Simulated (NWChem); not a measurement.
Correlation energy of diphosphorus (P2)

SMILES: P#P
```xyz
2

P      0.0000     0.0000     0.9455
P      0.0000     0.0000    -0.9455
```
Charge 0, spin multiplicity 1.

The numbers come from NWChem runs, not from measurements. Structure: optimised with PBE0/def2-SVP, a minimum by its harmonic frequencies.

Basis set: def2-QZVP. Each correlation energy counts from its own Hartree-Fock reference.

The correlated methods keep 10 core orbitals frozen. No row is a measurement; the coupled-cluster row has its own basis-set and correlation limits.

```json
[
 {"method": "MP2", "correlation energy (mHa)": "…"},
 {"method": "SCS-MP2", "correlation energy (mHa)": "…"},
 {"method": "CCSD", "correlation energy (mHa)": "-312.5"},
 {"method": "CR-CCSD[T]", "correlation energy (mHa)": "-331.2"},
 {"method": "CR-CCSD(T)", "correlation energy (mHa)": "-330.7"}
]
```

### Question
What belongs in the gaps?

### Answer

- MP2, correlation energy (mHa): -300.3
- SCS-MP2, correlation energy (mHa): -299.5
